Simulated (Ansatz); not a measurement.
C3H5ClO (`ClC1CCO1`) at its PBE0-D4/def2-TZVP geometry, where that method's forces vanish. The species carries charge 0 and has multiplicity 1.

```xyz
10

Cl   -1.5105    1.5828    1.0699
C    -0.7618    0.6343   -0.2671
C     0.7244    0.3597   -0.0677
C     0.2609   -1.0798    0.1646
O    -1.0861   -0.7244   -0.2115
H    -1.1060    1.1198   -1.1793
H     1.3108    0.5020   -0.9749
H     1.1932    0.8733    0.7674
H     0.6685   -1.8419   -0.5016
H     0.3066   -1.4259    1.2002
```

(1) What forces (eV/Å) does ωB97M-V/def2-TZVPP give on these atoms in Ansatz? (Estimate.)

Answers

(1) Computed: 
```
Cl1 -0.009 -0.009  0.052
C2  -0.087  0.290 -0.180
C3   0.225  0.150 -0.022
C4   0.181 -0.284  0.101
O5  -0.222 -0.139 -0.015
H6   0.051 -0.063  0.081
H7  -0.049 -0.018  0.074
H8  -0.050 -0.039 -0.060
H9  -0.035  0.074  0.065
H10 -0.005  0.037 -0.097
```
